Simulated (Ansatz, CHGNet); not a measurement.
**Formation enthalpy of chalcopyrite CuGaSe₂ at several levels of theory**

No measured value is used here.

| level (code) | value (eV/atom) |
|---|---|
| CHGNet-r²SCAN (CHGNet) | -0.570 |
| LDA (Ansatz) | -0.454 |
| PBE (Ansatz) | -0.478 |
| PBEsol (Ansatz) | -0.456 |
| PBE-D3(BJ) (Ansatz) | [?] |
| PBE-D4 (Ansatz) | -0.435 |
| r²SCAN (Ansatz) | -0.575 |
| HSE06 (Ansatz) | [?] |
| PBE0 (Ansatz) | [?] |

### Question
Fill in the missing entries.

### Answer

- PBE-D3(BJ) (Ansatz, an electronic-structure program), value (eV/atom): -0.429
- HSE06 (Ansatz), value (eV/atom): -0.636
- PBE0 (Ansatz), value (eV/atom): -0.653

PBE0: hybrids on metals are sensitive to the k mesh and can open a false gap. Values are at the level's own relaxed cell; PBE0 at the r²SCAN cell. Ansatz's density-functional and Hartree–Fock values are scalar-relativistic unless marked +SOC, with PAW data made under PBE.

Machine-learned potentials (CHGNet-r²SCAN) are trained on DFT data, which may include these solids.
